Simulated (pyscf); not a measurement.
5 gas-phase steps of one pattern: four-centre exchange on the singlet surface, B–C + H–H broken and B–H + C–H formed. Single points on ωB97X-D3(BJ)/def2-SVP structures (PySCF, gas phase). Electronic energies in eV, from the separated reactants; ΔE‡ at ωB97M-D3(BJ)/def2-TZVP, beside the barrier at PBE/def2-TZVP on the same structures. Rows were drawn at random from the steps of this pattern with a verified saddle, stable references and no exit in the data more than 5 kcal/mol lower.

| row | step | ΔE‡(PBE) | ΔE‡ |
|---|---|---|---|
| 1 | H₃C–B(OH)–OH + H₂ → HO–BH–OH + CH₄ | 2.16 | 2.44 |
| 2 | H₃C–B(CH₃)–CH₃ + H₂ → CH₄ + H₃C–BH–CH₃ | 0.83 | 1.07 |
| 3 | H₃C–BH–OH + H₂ → H₂B–OH + CH₄ | 1.47 | ? |
| 4 | H₂C=CH–B(F)–F + H₂ → F–BH–F + H₂C=CH₂ | 1.69 | 2.02 |
| 5 | H₂C=CH–B(Cl)–Cl + H₂ → Cl–BH–Cl + H₂C=CH₂ | 1.31 | 1.55 |

Q: Fit ΔE‡ = a + b·ΔE‡(PBE) to the other rows and predict row 3.

A: Over the 4 complete rows the means are +1.50 (ΔE‡(PBE)) and 1.77 (ΔE‡); least squares gives b = 1.05 and a = 0.20 eV, with residuals of 0.03 eV (root mean square; largest 0.05, row 4). For row 3: 0.20 + 1.05 × (+1.47) = 1.74 eV. The computed barrier is 1.77 eV, 0.03 over the line. The line follows the complete rows closely. Each barrier is that of the saddle found.
